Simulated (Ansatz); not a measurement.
A run on CH$_{3}$NO, SMILES `NC=O` with other settings.

```yaml
crystal:
  periodic: [false, false, false]
  atoms:
    - {symbol: N, position_ang: [0.142541, -0.601747, -0.340752]}
    - {symbol: C, position_ang: [-0.127118, 0.550939, 0.310051]}
    - {symbol: O, position_ang: [-1.220506, 0.892088, 0.687507]}
    - {symbol: H, position_ang: [-0.607358, -1.242670, -0.538893]}
    - {symbol: H, position_ang: [1.075508, -0.830046, -0.630613]}
    - {symbol: H, position_ang: [0.779133, 1.167336, 0.466599]}
basis:
  gaussian: {orbitals: def2-SVPD, final_grid: {core_spheres: 5, valence_spheres: 4, degree: 11}}
total_charge: -1
magnetization: {spin_polarized: true, initial_magnetization: 1}
hamiltonian: {xc: {name: B3LYP}, dispersion: d3bjatm}
```

```sh
$ ansatz run in.yaml --threads 4 --pin off --events-out ev --progress --plain --max-ram 10444MiB
```

Output, abridged:

```
Functional definition: B3LYP
721 factors; their error is unknown
mean field evaluation 1: about -4617.2800 eV, gradient 1.7e1 eV
mean field evaluation 2: about -4615.7937 eV, gradient 2.7e1 eV
mean field evaluation 4: about -4618.4298 eV, gradient 1.2e0 eV
mean field evaluation 8: about -4618.4809 eV, gradient 1.4e-1 eV
mean field evaluation 16: about -4618.4813 eV, gradient 3.7e-3 eV
a density is far from that of the atoms, so the factors are made again for it
897 factors; integrals over basis functions are off by at most 7.8e-4 eV
mean field -4618.48134326 eV, -169.7260588455 hartree, gradient 1.2e-5 eV, S^2 0.750317; 0 other end points of the search recorded, 0 dependent functions left out
reference -4618.48150978 eV, -169.7260649650 hartree; 13, 12 occupied and 74, 75 virtual orbitals, 897 factors
Total energy: -4618.59867587 eV, -169.7303707394 hartree
```

It took 1.9 s on 4 threads of an AMD EPYC 9R45 on a shared host, with 0.17 GiB of host memory at the peak.
